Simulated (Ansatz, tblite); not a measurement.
**Si(iPr)H3 (C3H10Si): rung by rung**

One table from this session's results is given with a row withheld; the runs are named, their logs left out.

Program: Ansatz 0.2.0, Gaussian basis. Level of theory: as each input shows. These are calculated values, not measurements.

Plan: GFN1-xTB, GFN2-xTB, PBE-D4/def2-TZVP, r2SCAN-D4/def2-TZVP, B2PLYP/def2-TZVP, PBE-QIDH/def2-TZVP, revPBE-D4/def2-TZVP, PBE-D4/def2-SVP, PBE0-D4/def2-SVP, HF/STO-3G, CCSD(T)/def2-TZVP, RPA/def2-TZVP.

2 further runs of the same task are left out: 2 set aside as unsound or not needed.

## The geometry

The singlet was relaxed beforehand with PBE0-D4/def2-SVP.

14 atoms, charge 0, spin multiplicity 1.

Bond lengths: C1–C2 1.529 Å, C1–C3 1.529 Å, C1–Si4 1.896 Å, C1–H5 1.106 Å, C2–H6 1.101 Å, C2–H7 1.103 Å, C2–H8 1.103 Å, C3–H9 1.103 Å, C3–H10 1.101 Å, C3–H11 1.103 Å, Si4–H12 1.497 Å, Si4–H13 1.497 Å, Si4–H14 1.499 Å. Angles: C2–C1–C3 111.9°, C2–C1–Si4 111.3°, C2–C1–H5 108.4°, C3–C1–Si4 111.2°, C3–C1–H5 108.4°, Si4–C1–H5 105.5°, C1–C2–H6 112.2°, C1–C2–H7 111.3°, C1–C2–H8 111.0°, H6–C2–H7 107.5°, H6–C2–H8 107.5°, H7–C2–H8 107.1°, C1–C3–H9 111.0°, C1–C3–H10 112.2°, C1–C3–H11 111.2°, H9–C3–H10 107.5°, H9–C3–H11 107.1°, H10–C3–H11 107.5° and more.

PBE0-D4/def2-TZVP was run before; its log isn't repeated, and its numbers join the tables.

Set-up of the first run:

Tight binding, by tblite at 300 K electronic temperature and without a spin-polarisation term:

```python
tblite.interface.Calculator('GFN1-xTB', numbers, positions, charge=0, uhf=0).singlepoint()
```

Tight binding, by tblite at 300 K electronic temperature and without a spin-polarisation term:

```python
tblite.interface.Calculator('GFN2-xTB', numbers, positions, charge=0, uhf=0).singlepoint()
```

start.molden holds the orbitals of an earlier run on this state, given as this run's starting guess.

The input, in.yaml:

```yaml
crystal:
  periodic: [false, false, false]
  atoms:
    - {symbol: C, position_ang: [0.175158, 0.324375, 0.260191]}
    - {symbol: C, position_ang: [0.977221, -0.860618, 0.798592]}
    - {symbol: C, position_ang: [-1.255278, 0.336318, 0.800185]}
    - {symbol: Si, position_ang: [0.191736, 0.362657, -1.635354]}
    - {symbol: H, position_ang: [0.676066, 1.258104, 0.578372]}
    - {symbol: H, position_ang: [2.022160, -0.847341, 0.450790]}
    - {symbol: H, position_ang: [0.534668, -1.820393, 0.482904]}
    - {symbol: H, position_ang: [0.994581, -0.858227, 1.901709]}
    - {symbol: H, position_ang: [-1.262001, 0.357899, 1.903189]}
    - {symbol: H, position_ang: [-1.825603, 1.210545, 0.448478]}
    - {symbol: H, position_ang: [-1.807243, -0.566625, 0.489355]}
    - {symbol: H, position_ang: [1.596393, 0.373114, -2.153668]}
    - {symbol: H, position_ang: [-0.515114, 1.579511, -2.146674]}
    - {symbol: H, position_ang: [-0.502745, -0.849318, -2.178069]}
basis:
  gaussian: {orbitals: def2-TZVP, initial_orbitals: start.molden}
hamiltonian: {xc: pbe, dispersion: d4}
scf: {omitted_lower_state_checks: [starts]}
output: {forces: true, orbitals: {seedname: orbitals}}
```

The run is started by

```bash
$ ansatz run in.yaml --threads 2 --pin off --events-out ev --progress --plain --max-ram 4352MiB
```

Among the steps run: PBE-D4/def2-TZVP; r2SCAN-D4/def2-TZVP; B2PLYP/def2-TZVP; PBE-QIDH/def2-TZVP; revPBE-D4/def2-TZVP; PBE-D4/def2-SVP; PBE0-D4/def2-SVP; HF/STO-3G; CCSD(T)/def2-TZVP; RPA/def2-TZVP.

One table of the session follows, with a row left open; its other results are not shown here.

It belongs to the step «Binding energy». 

```
             method  binding an atom (eV)
          HF/STO-3G                 3.746
       HF/def2-TZVP                 2.878
    PBE-D4/def2-SVP                 3.800
   PBE-D4/def2-TZVP                 3.780
revPBE-D4/def2-TZVP                 3.718
r2SCAN-D4/def2-TZVP                     ?
   PBE0-D4/def2-SVP                 3.780
  PBE0-D4/def2-TZVP                 3.756
      MP2/def2-TZVP                 3.630
     CCSD/def2-TZVP                 3.598
  CCSD(T)/def2-TZVP                 3.631
```

**Question.** Estimate the row for r2SCAN-D4/def2-TZVP.

The run gave: binding an atom (eV): 3.755. In the column «binding an atom (eV)» it lies between HF/STO-3G (3.746) and PBE0-D4/def2-TZVP (3.756).

To keep in mind: Free atoms were run apart at each level; binding is atoms less cluster, divided by the number of atoms, without zero-point or spin-orbit terms.
